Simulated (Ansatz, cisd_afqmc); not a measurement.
System: OF₂, charge 0, singlet. OF2 (SMILES FOF).
B3LYP-D3(BJ)/def2-TZVP minimum from Ansatz (a first-principles code):
```xyz
3

F      0.0392     1.1006    -0.2795
O     -0.0196     0.0082     0.5973
F     -0.0218    -1.1078    -0.2514
```

Total energies in cc-pVTZ, 20 correlated electrons, 3 frozen orbitals. Radicals and triplets start from unrestricted determinants; spin-orbit coupling is neglected. Correlated methods leave the cores frozen. No relativity. The Monte Carlo rows (phaseless AFQMC, CISD trial, step 0.005/hartree) carry one-sigma bars that omit the constraint's bias. Outlying blocks are dropped, and bars are widened where a walk drifts. Over all cases where full CI ran beside it in this data, AFQMC minus full CI had a median of +0.1 mEh and passed +0.4 mEh in a tenth of the cases. The restricted determinant of F2O (FOF, singlet) is unstable towards broken spin symmetry in at least one set run.

```csv
method,program,energy (Eh),minus CCSDT(Q) (mEh)
HF,Ansatz,-273.55831,793.45
MP2,Ansatz,-274.31709,34.67
CCSD,Ansatz,-274.31970,32.06
CCSD(T),Ansatz,-274.34919,2.57
CCSDT(Q),Ansatz,-274.35176,0.00
AFQMC/CISD,cisd_afqmc,-274.3504 ± 0.0004,1.3 ± 0.4
```

Rough core times of Ansatz's runs on a shared machine: CCSD(T) under 20 s, CCSDT(Q) 5 min.
